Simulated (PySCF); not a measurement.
Ranking problems on computed properties.

Species are written as SMILES; each is one conformer at its optimised geometry, gas phase, non-relativistic unless stated; the electronic structure was computed with PySCF and density fitting.

Dipoles, sizes and rotational constants follow the conformer. The torsions of the flexible species, by atom-mapped SMILES:
- `[CH2:1]=[C:2]1[C@@H:3]([C:4](=[O:5])[OH:6])[C@@H:7]1[O:8][SiH2:9][F:10]`: C2–C3–C4–O5 39°, C3–C7–O8–Si9 171°, C7–O8–Si9–F10 179°, H–O6–C4–C3 180°
- `[CH2:1]=[CH:2][CH2:3][n:4]1[n:5][cH:6][c:7]([SiH3:8])[n:9]1`: C1–C2–C3–N4 -127°, C2–C3–N4–N5 -75°
- `[CH3:1][O:2][Si@@H:3]1[CH2:4][C:5]([C:6](=[O:7])[OH:8])=[C:9]1[F:10]`: C1–O2–Si3–C4 174°, C4–C5–C6–O7 178°, H–O8–C6–C5 180°
- `[CH2:1]=[CH:2][c:3]1[p:4][c:5]([F:6])[o:7][c:8]1[CH:9]1[CH2:10][CH2:11]1`: C1–C2–C3–P4 0°, O7–C8–C9–C10 -35°
- `[CH2:1]=[CH:2][C:3]1=[C:4]([CH3:5])[P:6]1[C:7]([F:8])([F:9])[F:10]`: C1–C2–C3–C4 174°, C4–P6–C7–F8 -19°
- `[H]/[N:9]=[CH:8]\[CH2:7][SiH2:6]/[N:5]=[C:2](\[CH3:1])[C:3]#[N:4]`: C2–N5–Si6–C7 -119°, N5–Si6–C7–C8 -170°, Si6–C7–C8–N9 95°
- `[CH3:1][CH2:2][P:3]([CH2:4][CH3:5])[CH2:6][C:7]([F:8])([F:9])[F:10]`: C1–C2–P3–C4 85°, C2–P3–C4–C5 -178°, C2–P3–C6–C7 94°, P3–C6–C7–F8 178°

The conformers of `CCCPCCC(F)(F)F` and `P[SiH]1CCCC1` aren't listed.

(1) Rank by HOMO energy, lowest first (PBE0/pcSseg-1 at GFN2-xTB geometries).
A. `c1oc(C#C/C=C/C#CC)cc1`
B. `CCCPCCC(F)(F)F`
C. `P[SiH]1CCCC1`
D. `C=C1[C@@H](C(=O)O)[C@@H]1O[SiH2]F`

(2) Rank by HOMO–LUMO gap, lowest first (PBE0/pcSseg-1 at GFN2-xTB geometries).
A. `[nH]1ncc2c1cccc2F`
B. `CO[Si@@H]1CC(C(=O)O)=C1F`
C. `P[SiH]1CCCC1`
D. `C1=CC=C2N=CC=NC2=C1`
E. `C=CCN1N=CC([SiH3])=N1`
F. `FC(CCPCCC)(F)F`
G. `CC#C/C=C/C#Cc1ccco1`

(3) Give the two extremes of that set in kcal/mol.

(4) Rank by smallest rotational constant, lowest first (GFN2-xTB).
A. `C=Cc1pc(F)oc1C1CC1`
B. `C1=CC=C2N=CC=NC2=C1`
C. `C=CC1=C(C)P1C(F)(F)F`
D. `C=CCn1ncc([SiH3])n1`
E. `CC#C/C=C/C#Cc1ccco1`
F. `OC([C@H]1[C@H](O[SiH2]F)C1=C)=O`

(5) Give the two extremes of that set in cm⁻¹.

(6) Rank by dipole moment, lowest first (PBE0/pcSseg-1 at GFN2-xTB geometries).
A. `CCP(CC)CC(F)(F)F`
B. `C=CCn1ncc([SiH3])n1`
C. `[H]/N=C\C[SiH2]/N=C(\C)C#N`
D. `C=Cc1pc(F)oc1C1CC1`
E. `CO[Si@@H]1CC(C(=O)O)=C1F`
F. `c12c(nccn1)cccc2`
G. `c1cnc2ccncc2c1`
H. `F[SiH2]O[C@@H]1C([C@H]1C(=O)O)=C`

(7) By how much do the two ends of that ranking differ?

## Answers

(1) D (-7.96 eV), C (-7.23 eV), B (-6.97 eV), A (-5.85 eV).

(2) G (4.09 eV), D (5.13 eV), A (5.70 eV), B (6.09 eV), E (7.22 eV), F (7.69 eV), C (7.92 eV).

(3) `CC#C/C=C/C#Cc1ccco1`: 94 kcal/mol; `P[SiH]1CCCC1`: 183 kcal/mol.

(4) E (0.229 GHz), F (0.474 GHz), A (0.525 GHz), D (0.622 GHz), C (0.728 GHz), B (0.939 GHz).

(5) `CC#C/C=C/C#Cc1ccco1`: 0.0076 cm⁻¹; `c1ccc2nccnc2c1`: 0.0313 cm⁻¹.

(6) F (0.51 D), B (0.88 D), H (1.31 D), G (2.51 D), D (2.86 D), A (3.33 D), C (3.71 D), E (3.88 D).

(7) By 3.37 D, between `CO[Si@@H]1CC(C(=O)O)=C1F` and `c1ccc2nccnc2c1`.
